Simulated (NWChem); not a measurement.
Everything below was run with NWChem. System: AlCl$_{3}$, charge 0, spin multiplicity 1, at a geometry optimised with PBE/def2-SVP. The structure started from a generated list of species. Level: B3LYP/6-31G* (spherical d), VWN1-RPA local correlation.

Input file:

```
start mol
memory heap 200 mb stack 900 mb global 1100 mb
geometry units angstroms nocenter noautoz
  Al     0.000000     0.000000    -0.000003
  Cl     0.000000     0.000000     2.093684
  Cl     1.813195     0.000000    -1.046841
  Cl    -1.813195     0.000000    -1.046841
  symmetry group C2v
end
basis spherical
  * library 6-31g*
end
dft
  xc b3lyp
  semidirect memsize 60000000 filesize 0
  iterations 100
end
property
  dipole
  response 1 0.0428
end
task dft property
```

NWChem printed:

```
             Northwest Computational Chemistry Package (NWChem) 7.3.0
             --------------------------------------------------------

                                NWChem Input Module
                                -------------------

 Scaling coordinates for geometry "geometry" by  1.889725989
 (inverse scale =  0.529177249)

 Turning off AUTOSYM since
 SYMMETRY directive was detected!

                             Geometry "geometry" -> ""
                             -------------------------

 Output coordinates in angstroms (scale by  1.889725989 to convert to a.u.)

  No.       Tag          Charge          X              Y              Z
 ---- ---------------- ---------- -------------- -------------- --------------
    1 Al                  13.0000     0.00000000     0.00000000    -0.00000300
    2 Cl                  17.0000     0.00000000     0.00000000     2.09368400
    3 Cl                  17.0000     1.81319500     0.00000000    -1.04684100
    4 Cl                  17.0000    -1.81319500     0.00000000    -1.04684100

 Effective nuclear repulsion energy (a.u.)     294.0888169366

            Nuclear Dipole moment (a.u.)
            ----------------------------
        X                 Y               Z
 ---------------- ---------------- ----------------
     0.0000000000     0.0000000000    -0.0000094486

      Symmetry information
      --------------------

 Group name             C2v
 Group number             16
 Group order               4
 No. of unique centers     3

      Symmetry unique atoms

     1    2    3


 Summary of "ao basis" -> "" (spherical)
 ------------------------------------------------------------------------------
       Tag                 Description            Shells   Functions and Types
 ---------------- ------------------------------  ------  ---------------------
 *                           6-31g*                   on all atoms

                              NWChem Property Module
                              ----------------------

                                 NWChem DFT Module
                                 -----------------

 Summary of "ao basis" -> "ao basis" (spherical)
 ------------------------------------------------------------------------------
       Tag                 Description            Shells   Functions and Types
 ---------------- ------------------------------  ------  ---------------------
 Al                          6-31g*                  8       18   4s3p1d
 Cl                          6-31g*                  8       18   4s3p1d

 Summary of "ao basis" -> "ao basis" (spherical)
 ------------------------------------------------------------------------------
       Tag                 Description            Shells   Functions and Types
 ---------------- ------------------------------  ------  ---------------------
 Al                          6-31g*                  8       18   4s3p1d
 Cl                          6-31g*                  8       18   4s3p1d

            General Information
            -------------------
          SCF calculation type: DFT
          Wavefunction type:  closed shell.
          No. of atoms     :     4
          No. of electrons :    64
           Alpha electrons :    32
            Beta electrons :    32
          Charge           :     0
          Spin multiplicity:     1
          Use of symmetry is: off; symmetry adaption is: off
          Maximum number of iterations: 100
          AO basis - number of functions:    72
[...]
    64     -0.343868  4 Cl s                 31      0.313364  2 Cl pz
    47      0.271384  3 Cl px                65     -0.271384  4 Cl px
    27      0.268229  2 Cl pz                43      0.232298  3 Cl px

 Vector   34  Occ=0.000000D+00  E=-5.556328D-02
              MO Center=  1.4D-09,  5.5D-08, -3.5D-06, r^2= 3.9D+00
   Bfn.  Coefficient  Atom+Function         Bfn.  Coefficient  Atom+Function
  ----- ------------  ---------------      ----- ------------  ---------------
     8      0.683654  1 Al py                12      0.555089  1 Al py
    26     -0.221224  2 Cl py                30     -0.220752  2 Cl py
    44     -0.221224  3 Cl py                48     -0.220751  3 Cl py
    62     -0.221224  4 Cl py                66     -0.220751  4 Cl py
     4     -0.209224  1 Al py                22      0.083027  2 Cl py

 Vector   35  Occ=0.000000D+00  E= 5.164103D-02
              MO Center= -2.2D-04,  7.8D-10, -3.0D-01, r^2= 6.9D+00
   Bfn.  Coefficient  Atom+Function         Bfn.  Coefficient  Atom+Function
  ----- ------------  ---------------      ----- ------------  ---------------
    13      1.479031  1 Al pz                28     -0.745511  2 Cl s
     9      0.398300  1 Al pz                46      0.372974  3 Cl s
    64      0.372502  4 Cl s                 31      0.304460  2 Cl pz
    47     -0.272269  3 Cl px                65      0.272161  4 Cl px
    24     -0.201216  2 Cl s                 49     -0.166941  3 Cl pz

 center of mass
 --------------
 x =   0.00000000 y =   0.00000000 z =  -0.00000016

 moments of inertia (a.u.)
 ------------------
         821.092854098718           0.000000000000           0.000000000000
           0.000000000000        1642.196618068306           0.000000000000
           0.000000000000           0.000000000000         821.103763969587

     Multipole analysis of the density
     ---------------------------------

     L   x y z        total         alpha         beta         nuclear
     -   - - -        -----         -----         ----         -------
     0   0 0 0     -0.000000    -32.000000    -32.000000     64.000000

     1   1 0 0      0.000000      0.000000      0.000000      0.000000
     1   0 1 0      0.000000      0.000000      0.000000      0.000000
     1   0 0 1     -0.000003      0.000003      0.000003     -0.000009

     2   2 0 0    -40.082522   -219.629809   -219.629809    399.177096
     2   1 1 0     -0.000000     -0.000000     -0.000000      0.000000
     2   1 0 1     -0.000000     -0.000000     -0.000000      0.000000
     2   0 2 0    -34.677962    -17.338981    -17.338981      0.000000
     2   0 1 1      0.000000      0.000000      0.000000      0.000000
     2   0 0 2    -40.082465   -219.627129   -219.627129    399.171792

 *** CALLING NEW AORESP DRIVER FOR CLOSED AND OPEN SHELLS ***
 Entering AOResponse driver routine

--------------------------------------------------------------------------------

          ****************
          *** RESPONSE ***
          ****************

 Response module for NWChem and dynamic CPKS solver

          -----------------------------------------------
          Solving response equations for perturbing field
          -----------------------------------------------

 number of frequencies:     1
 frequency in a.u.:  0.4280000E-01
 Perturbing field: electric
 Using El. Dipole Length Gauge

 Setting up CPKS with frequency omega =      0.04280000 a.u.

                            NWChem Dynamic CPHF Module
                            --------------------------

    scftype = RHF
    nclosed =   32
      nopen =    0
  variables =     2560
  num. vecs =        3
  tolerance =   1.0D-04
  max. iter =   50

  int2e_file: Failed to allocate cache ... halving
 SCF residual:    2.1170900814320925E-005

Iterative solution of linear equations
  No. of variables     2560
  No. of equations        3
  Maximum subspace       30
       Convergence  1.0D-04

 ga_lkain filestub:cphf_sol
 ga_lkain filesoln:./mol.cphf_sol

   iter   nsub   residual    time
   ----  ------  --------  ---------
     1      3    2.76D+00       7.9
     2      6    9.61D-01      11.8
     3      9    1.78D-01      15.4
     4     12    1.68D-02      18.9
     5     15    1.16D-03      22.5
     6     18    6.04D-04      26.1
     7     21    4.72D-05      30.0

 Electric Dipole Response Matrix (nonzero elements):

              1        2        3
    1   55.9130  -0.0000   0.0000
    2   -0.0000  32.2997   0.0000
    3    0.0000   0.0000  55.9126

 ------------------------------------------
 average:        48.04180 + I       0.00000

 DFT Linear Response polarizability / au
 Frequency  =       0.0428000 / au
 Wavelength =    1064.5643224 / nm
              X              Y              Z
 -----------------------------------------------
 X      55.9130336     -0.0000000      0.0000000
 Y      -0.0000000     32.2997482      0.0000001
 Z       0.0000000      0.0000001     55.9126280
 -----------------------------------------------
 Eigenvalues =      55.9130336     32.2997482     55.9126280
 Isotropic   =      48.0418033
 Anisotropic =      23.6130825
 -----------------------------------------------

 Magnetic Dipole Response Matrix (nonzero elements):
 Optical rotation tensor Beta

              1        2        3
    1   -0.0000  -0.0002   0.0000
    2   -0.0000   0.0000  -0.0000
    3   -0.0000   0.0000  -0.0000

 ------------------------------------------
 average:        -0.00000 + I       0.00000

 Exiting AOResponse driver routine

          -------------
          Dipole Moment
          -------------

 Center of charge (in au) is the expansion point
         X =       0.0000000 Y =       0.0000000 Z =      -0.0000001

   Dipole moment        0.0000028894 A.U.
             DMX        0.0000000631 DMXEFC        0.0000000000
             DMY        0.0000000071 DMYEFC        0.0000000000
             DMZ       -0.0000028887 DMZEFC        0.0000000000
   -EFC- dipole         0.0000000000 A.U.
   Total dipole         0.0000028894 A.U.

   Dipole moment        0.0000073441 Debye(s)
             DMX        0.0000001604 DMXEFC        0.0000000000
             DMY        0.0000000182 DMYEFC        0.0000000000
             DMZ       -0.0000073424 DMZEFC        0.0000000000
   -EFC- dipole         0.0000000000 DEBYE(S)
   Total dipole         0.0000073441 DEBYE(S)

 1 a.u. = 2.541766 Debyes

 Task  times  cpu:       30.0s     wall:       30.0s

 Total times  cpu:       30.0s     wall:       30.0s
```
